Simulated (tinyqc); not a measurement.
UHF in the sto-6g basis, for H2O, spin multiplicity 1, step by step. One step of it, computed by the program tinyqc.

Task: Iteration 2: building the Fock matrix. J_ij = sum D_kl (ij|kl) with D = D(alpha) + D(beta), K_ij = sum D_kl (ik|jl) for each spin; F = H + J - K(s); E = tr D H + tr D J / 2 - 0.5 sum_s tr D(s) K(s) + E_nn.

D(alpha) after iteration 1, order 1O 1s, 1O 2s, 1O 2px, 1O 2py, 1O 2pz, 2H 1s, 3H 1s:
$$\begin{pmatrix}
1.042200 & -0.168938 & 0.000000 & 0.000000 & 0.054572 & -0.041689 & -0.041689 \\
-0.168938 & 0.715380 & 0.000000 & 0.000000 & -0.275083 & 0.117000 & 0.117000 \\
0.000000 & 0.000000 & 0.901309 & -0.259065 & 0.000000 & 0.266838 & -0.266838 \\
0.000000 & 0.000000 & -0.259065 & 0.623848 & 0.000000 & 0.173345 & -0.173345 \\
0.054572 & -0.275083 & 0.000000 & 0.000000 & 0.794019 & 0.135545 & 0.135545 \\
-0.041689 & 0.117000 & 0.266838 & 0.173345 & 0.135545 & 0.259421 & -0.126182 \\
-0.041689 & 0.117000 & -0.266838 & -0.173345 & 0.135545 & -0.126182 & 0.259421
\end{pmatrix}$$

D(beta) after iteration 1, order 1O 1s, 1O 2s, 1O 2px, 1O 2py, 1O 2pz, 2H 1s, 3H 1s:
$$\begin{pmatrix}
1.042200 & -0.168938 & 0.000000 & 0.000000 & 0.054572 & -0.041689 & -0.041689 \\
-0.168938 & 0.715380 & 0.000000 & 0.000000 & -0.275083 & 0.117000 & 0.117000 \\
0.000000 & 0.000000 & 0.901309 & 0.259065 & 0.000000 & -0.266838 & 0.266838 \\
0.000000 & 0.000000 & 0.259065 & 0.623848 & 0.000000 & 0.173345 & -0.173345 \\
0.054572 & -0.275083 & 0.000000 & 0.000000 & 0.794019 & 0.135545 & 0.135545 \\
-0.041689 & 0.117000 & -0.266838 & 0.173345 & 0.135545 & 0.259421 & -0.126182 \\
-0.041689 & 0.117000 & 0.266838 & -0.173345 & 0.135545 & -0.126182 & 0.259421
\end{pmatrix}$$

core Hamiltonian H = T + V (hartree), order 1O 1s, 1O 2s, 1O 2px, 1O 2py, 1O 2pz, 2H 1s, 3H 1s:
$$\begin{pmatrix}
-33.029750 & -7.301249 & 0.000000 & 0.000000 & -0.021882 & -1.738638 & -1.738638 \\
-7.301249 & -9.242111 & 0.000000 & 0.000000 & -0.244017 & -3.707561 & -3.707561 \\
0.000000 & 0.000000 & -7.470521 & 0.000000 & 0.000000 & 0.000000 & 0.000000 \\
0.000000 & 0.000000 & 0.000000 & -7.605331 & 0.000000 & -1.876876 & 1.876876 \\
-0.021882 & -0.244017 & 0.000000 & 0.000000 & -7.583192 & -1.802907 & -1.802907 \\
-1.738638 & -3.707561 & 0.000000 & -1.876876 & -1.802907 & -5.078980 & -1.795287 \\
-1.738638 & -3.707561 & 0.000000 & 1.876876 & -1.802907 & -1.795287 & -5.078980
\end{pmatrix}$$

Two-electron integrals (ij|kl) in chemists' order, unique and non-zero (hartree):
```
(11|11) 4.787491    (21|11) 0.675884    (21|21) 0.121505    (22|11) 1.117379
(22|21) 0.249212    (22|22) 0.817383    (31|31) 0.025762    (32|31) 0.039145
(32|32) 0.180664    (33|11) 1.117381    (33|21) 0.249212    (33|22) 0.817382
(33|33) 0.880663    (41|41) 0.025762    (42|41) 0.039145    (42|42) 0.180664
(43|43) 0.047461    (44|11) 1.117381    (44|21) 0.249212    (44|22) 0.817382
(44|33) 0.785741    (44|44) 0.880663    (51|51) 0.025762    (52|51) 0.039145
(52|52) 0.180664    (53|53) 0.047461    (54|54) 0.047461    (55|11) 1.117381
(55|21) 0.249212    (55|22) 0.817382    (55|33) 0.785741    (55|44) 0.785741
(55|55) 0.880663    (61|11) 0.170626    (61|21) 0.029389    (61|22) 0.058920
(61|33) 0.058792    (61|41) 0.001058    (61|42) 0.002062    (61|44) 0.059001
(61|51) 0.000967    (61|52) 0.001885    (61|54) 0.000191    (61|55) 0.058967
(61|61) 0.007246    (62|11) 0.399391    (62|21) 0.090248    (62|22) 0.325831
(62|33) 0.320536    (62|41) 0.005307    (62|42) 0.038497    (62|44) 0.329189
(62|51) 0.004852    (62|52) 0.035194    (62|54) 0.007911    (62|55) 0.327768
(62|61) 0.021922    (62|62) 0.158941    (63|31) 0.010224    (63|32) 0.056882
(63|43) 0.008014    (63|53) 0.007327    (63|63) 0.022989    (64|11) 0.207393
(64|21) 0.047546    (64|22) 0.183104    (64|33) 0.174762    (64|41) 0.012707
(64|42) 0.077534    (64|44) 0.195691    (64|51) 0.002270    (64|52) 0.018880
(64|54) 0.011807    (64|55) 0.178858    (64|61) 0.012103    (64|62) 0.108629
(64|64) 0.096516    (65|11) 0.189600    (65|21) 0.043466    (65|22) 0.167395
(65|33) 0.159768    (65|41) 0.002270    (65|42) 0.018880    (65|44) 0.164249
(65|51) 0.012299    (65|52) 0.074143    (65|54) 0.012110    (65|55) 0.178166
(65|61) 0.011064    (65|62) 0.099310    (65|64) 0.067219    (65|65) 0.084441
(66|11) 0.529005    (66|21) 0.121748    (66|22) 0.500961    (66|33) 0.480738
(66|41) 0.009650    (66|42) 0.094371    (66|44) 0.513785    (66|51) 0.008822
(66|52) 0.086275    (66|54) 0.030212    (66|55) 0.508358    (66|61) 0.029916
(66|62) 0.303649    (66|64) 0.237245    (66|65) 0.216891    (66|66) 0.774999
(71|11) 0.170626    (71|21) 0.029389    (71|22) 0.058920    (71|33) 0.058792
(71|41) -0.001058   (71|42) -0.002062   (71|44) 0.059001    (71|51) 0.000967
(71|52) 0.001885    (71|54) -0.000191   (71|55) 0.058967    (71|61) 0.007151
(71|62) 0.021279    (71|64) 0.010645    (71|65) 0.010734    (71|66) 0.028661
(71|71) 0.007246    (72|11) 0.399391    (72|21) 0.090248    (72|22) 0.325831
(72|33) 0.320536    (72|41) -0.005307   (72|42) -0.038497   (72|44) 0.329189
(72|51) 0.004852    (72|52) 0.035194    (72|54) -0.007911   (72|55) 0.327768
(72|61) 0.021279    (72|62) 0.132760    (72|64) 0.061915    (72|65) 0.080824
(72|66) 0.212642    (72|71) 0.021922    (72|72) 0.158941    (73|31) 0.010224
(73|32) 0.056882    (73|43) -0.008014   (73|53) 0.007327    (73|63) 0.018723
(73|73) 0.022989    (74|11) -0.207393   (74|21) -0.047546   (74|22) -0.183104
(74|33) -0.174762   (74|41) 0.012707    (74|42) 0.077534    (74|44) -0.195691
(74|51) -0.002270   (74|52) -0.018880   (74|54) 0.011807    (74|55) -0.178858
(74|61) -0.010645   (74|62) -0.061915   (74|64) -0.010463   (74|65) -0.036785
(74|66) -0.086028   (74|71) -0.012103   (74|72) -0.108629   (74|74) 0.096516
(75|11) 0.189600    (75|21) 0.043466    (75|22) 0.167395    (75|33) 0.159768
(75|41) -0.002270   (75|42) -0.018880   (75|44) 0.164249    (75|51) 0.012299
(75|52) 0.074143    (75|54) -0.012110   (75|55) 0.178166    (75|61) 0.010734
(75|62) 0.080824    (75|64) 0.036785    (75|65) 0.067189    (75|66) 0.142574
(75|71) 0.011064    (75|72) 0.099310    (75|74) -0.067219   (75|75) 0.084441
(76|11) 0.177899    (76|21) 0.040636    (76|22) 0.159381    (76|33) 0.155440
(76|44) 0.158106    (76|51) 0.003421    (76|52) 0.029507    (76|55) 0.164596
(76|61) 0.009796    (76|62) 0.078671    (76|64) 0.046086    (76|65) 0.055270
(76|66) 0.157256    (76|71) 0.009796    (76|72) 0.078671    (76|74) -0.046086
(76|75) 0.055270    (76|76) 0.047538    (77|11) 0.529005    (77|21) 0.121748
(77|22) 0.500961    (77|33) 0.480738    (77|41) -0.009650   (77|42) -0.094371
(77|44) 0.513785    (77|51) 0.008822    (77|52) 0.086275    (77|54) -0.030212
(77|55) 0.508358    (77|61) 0.028661    (77|62) 0.212642    (77|64) 0.086028
(77|65) 0.142574    (77|66) 0.362605    (77|71) 0.029916    (77|72) 0.303649
(77|74) -0.237245   (77|75) 0.216891    (77|76) 0.157256    (77|77) 0.774999
```

nuclear repulsion = 9.16119151 hartree

Give: Coulomb J; exchange K(alpha); exchange K(beta); F(alpha); F(beta); total energy of this density.

Result:

Coulomb J (hartree), order 1O 1s, 1O 2s, 1O 2px, 1O 2py, 1O 2pz, 2H 1s, 3H 1s:
$$\begin{pmatrix}
17.5731 & 3.1328 & 0.0000 & 0.0000 & -0.0093 & 0.7623 & 0.7623 \\
3.1328 & 8.2816 & 0.0000 & 0.0000 & 0.0233 & 3.2825 & 3.2825 \\
0.0000 & 0.0000 & 8.2622 & 0.0000 & 0.0000 & 0.0000 & 0.0000 \\
0.0000 & 0.0000 & 0.0000 & 8.2844 & 0.0000 & 1.8361 & -1.8361 \\
-0.0093 & 0.0233 & 0.0000 & 0.0000 & 8.2982 & 1.6959 & 1.6959 \\
0.7623 & 3.2825 & 0.0000 & 1.8361 & 1.6959 & 5.1208 & 1.6119 \\
0.7623 & 3.2825 & 0.0000 & -1.8361 & 1.6959 & 1.6119 & 5.1208
\end{pmatrix}$$

exchange K(alpha) (hartree), order 1O 1s, 1O 2s, 1O 2px, 1O 2py, 1O 2pz, 2H 1s, 3H 1s:
$$\begin{pmatrix}
4.8963 & 0.7737 & 0.0000 & 0.0000 & 0.0010 & 0.1999 & 0.1999 \\
0.7737 & 1.2783 & 0.0000 & 0.0000 & -0.0661 & 0.5736 & 0.5736 \\
0.0000 & 0.0000 & 1.0456 & -0.1183 & 0.0000 & 0.0406 & -0.0406 \\
0.0000 & 0.0000 & -0.1183 & 1.0017 & 0.0000 & 0.3182 & -0.3182 \\
0.0010 & -0.0661 & 0.0000 & 0.0000 & 1.0790 & 0.2749 & 0.2749 \\
0.1999 & 0.5736 & 0.0406 & 0.3182 & 0.2749 & 0.6083 & 0.2502 \\
0.1999 & 0.5736 & -0.0406 & -0.3182 & 0.2749 & 0.2502 & 0.6083
\end{pmatrix}$$

exchange K(beta) (hartree), order 1O 1s, 1O 2s, 1O 2px, 1O 2py, 1O 2pz, 2H 1s, 3H 1s:
$$\begin{pmatrix}
4.8963 & 0.7737 & 0.0000 & 0.0000 & 0.0010 & 0.1999 & 0.1999 \\
0.7737 & 1.2783 & 0.0000 & 0.0000 & -0.0661 & 0.5736 & 0.5736 \\
0.0000 & 0.0000 & 1.0456 & 0.1183 & 0.0000 & -0.0406 & 0.0406 \\
0.0000 & 0.0000 & 0.1183 & 1.0017 & 0.0000 & 0.3182 & -0.3182 \\
0.0010 & -0.0661 & 0.0000 & 0.0000 & 1.0790 & 0.2749 & 0.2749 \\
0.1999 & 0.5736 & -0.0406 & 0.3182 & 0.2749 & 0.6083 & 0.2502 \\
0.1999 & 0.5736 & 0.0406 & -0.3182 & 0.2749 & 0.2502 & 0.6083
\end{pmatrix}$$

F(alpha) (hartree), order 1O 1s, 1O 2s, 1O 2px, 1O 2py, 1O 2pz, 2H 1s, 3H 1s:
$$\begin{pmatrix}
-20.3530 & -4.9422 & 0.0000 & 0.0000 & -0.0322 & -1.1763 & -1.1763 \\
-4.9422 & -2.2388 & 0.0000 & 0.0000 & -0.1547 & -0.9987 & -0.9987 \\
0.0000 & 0.0000 & -0.2539 & 0.1183 & 0.0000 & -0.0406 & 0.0406 \\
0.0000 & 0.0000 & 0.1183 & -0.3226 & 0.0000 & -0.3589 & 0.3589 \\
-0.0322 & -0.1547 & 0.0000 & 0.0000 & -0.3640 & -0.3819 & -0.3819 \\
-1.1763 & -0.9987 & -0.0406 & -0.3589 & -0.3819 & -0.5665 & -0.4336 \\
-1.1763 & -0.9987 & 0.0406 & 0.3589 & -0.3819 & -0.4336 & -0.5665
\end{pmatrix}$$

F(beta) (hartree), order 1O 1s, 1O 2s, 1O 2px, 1O 2py, 1O 2pz, 2H 1s, 3H 1s:
$$\begin{pmatrix}
-20.3530 & -4.9422 & 0.0000 & 0.0000 & -0.0322 & -1.1763 & -1.1763 \\
-4.9422 & -2.2388 & 0.0000 & 0.0000 & -0.1547 & -0.9987 & -0.9987 \\
0.0000 & 0.0000 & -0.2539 & -0.1183 & 0.0000 & 0.0406 & -0.0406 \\
0.0000 & 0.0000 & -0.1183 & -0.3226 & 0.0000 & -0.3589 & 0.3589 \\
-0.0322 & -0.1547 & 0.0000 & 0.0000 & -0.3640 & -0.3819 & -0.3819 \\
-1.1763 & -0.9987 & 0.0406 & -0.3589 & -0.3819 & -0.5665 & -0.4336 \\
-1.1763 & -0.9987 & -0.0406 & 0.3589 & -0.3819 & -0.4336 & -0.5665
\end{pmatrix}$$

total energy of this density = -75.477957 hartree
